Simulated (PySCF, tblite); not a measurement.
# Complex of hydrogen chloride and thiirane

A gas-phase complex of hydrogen chloride and thiirane; neutral, singlet. The structure comes from a short search (6 tight-binding starts) and was relaxed by PBE0-D3(BJ)/def2-SVPD; another way of binding may lie lower. Frequencies by PBE0-D3(BJ)/def2-SVPD show no clear imaginary mode.

Parts: 1 = hydrogen chloride (Cl), atoms 1–2; 2 = thiirane (C1CS1), atoms 3–9.

Coordinates in Å:
```
Cl1     0.324   -0.652    0.858
H2      0.343    0.648    1.181
C3      1.055    1.544    3.641
C4      2.241    1.718    2.781
S5      0.726    2.473    2.111
H6      0.978    2.135    4.555
H7      0.593    0.555    3.678
H8      2.600    0.852    2.219
H9      3.008    2.433    3.083
```

| contact | kind (by geometry) | distance (Å) | angle (°) |
| --- | --- | --- | --- |
| H2···S5 | hydrogen bond | 2.084 | 164 |

Interaction energies are complex less parts, with the parts frozen as they stand in it; counterpoise-corrected, in kcal/mol (PySCF).

(1) How strongly do the parts interact, level by level?

(2) What holds them together? Decompose the wB97M-D3(BJ)/def2-TZVPD energy: frozen parts, their antisymmetrised product, then relaxation.

The parts were also relaxed and run alone, at the levels used for the complex: vibrations by PBE0-D3(BJ)/def2-SVPD; shieldings by PBE0/pcSseg-2.

(3) What does binding change?

(4) What are the binding energy from relaxed parts (wB97M-D3(BJ)/def2-TZVPD), and ΔH and ΔG of association at 298.15 K and 1 atm?

## Answers

(1) 
```tsv
level	interaction	superposition error removed
wB97M-D3(BJ)/def2-TZVPD	-6.93	-0.16
PBE0-D3(BJ)/def2-TZVPD	-8.85	-0.18
```

(2) electrostatic -13.8, Pauli repulsion +21.4, orbital relaxation -12.6, dispersion correction -2.1 kcal/mol, which sum to the value before the counterpoise correction; the Pauli term holds the exchange-correlation of the frozen density too. Of the attraction, 48 % is electrostatic, 44 % is orbital relaxation, 7 % is dispersion correction.

(3) 
```json
{"property": "Cl1–H2 bond (Å)", "alone": "1.288", "in the complex": "1.340", "change": "+0.051"}
{"property": "stretch carried by H2 (cm⁻¹, harmonic)", "alone": "2996", "in the complex": "2308", "change": "-688"}
{"property": "its infrared intensity (km/mol)", "alone": "48", "in the complex": "1845", "change": ""}
{"property": "shielding of H2 (ppm)", "alone": "30.41", "in the complex": "23.80", "change": "-6.61"}
{"property": "shielding of S5 (ppm)", "alone": "766.4", "in the complex": "770.0", "change": "+3.6"}
{"property": "shielding of Cl1 (ppm)", "alone": "938.5", "in the complex": "956.6", "change": "+18.1"}
```

Density functionals tend to overstate the lengthening and the red shift of so strongly bound an X–H bond.

(4) -5.66 kcal/mol, -4.20 with zero-point energy; ΔH -4.8 and ΔG +3.5 kcal/mol, from harmonic vibrations by PBE0-D3(BJ)/def2-SVPD with low modes damped.
